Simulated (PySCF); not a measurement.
# Diatomics of Na with the second period

CCSD(T) with double-zeta basis sets in PySCF, for the lowest determinant that a PBE0 search found; no spin–orbit coupling. De refers to high-spin ground-configuration atoms.

```
 M          basis  reference, frozen orbitals  state (unpaired electrons)  Re (Å)  ωe (cm⁻¹)  De (eV)
Li  jorge-DZP-DKH                      RHF, 1      singlet (closed shell)   2.927        249     0.86
 B       def2-SVP                      UHF, 2          triplet (σ ↑, π ↑)   2.518        321     0.62
 C        cc-pVDZ                      UHF, 2         quartet (σ ↑, π ↑↑)   2.258        429     1.69
 N     6-31G(d,p)                     ROHF, 2              triplet (π ↑↑)   2.332        320     0.41
 O    aug-cc-pVDZ                      UHF, 2               doublet (π ↑)   2.064        474     2.52
 F      def2-SVPD                      RHF, 2      singlet (closed shell)   1.956        518     4.92
```

The shortest bond is that of NaF (1.956 Å), the longest that of NaLi (2.927 Å). NaF is bound most strongly (4.92 eV) and NaN least (0.41 eV).

The rows differ in basis set, which adds steps of its own.

The state changes along the series, so neighbouring rows are not always alike in their bonding.

Correlated steps freeze the inner cores (1 to 2 orbitals); shallow outer-core shells are correlated. UHF and ROHF references stand side by side, which adds small steps between rows. Weak bonds: NaN. Basis-set superposition, not corrected here, can be much of De in a small basis, most of all at correlated wavefunction levels. Where the molecule has an RHF reference, its open-shell atoms are computed with UHF. The CCSD T1 diagnostic is raised in NaN, a sign that a single reference may not be enough there. States were picked by a PBE0 search and need not be the measured ground states.
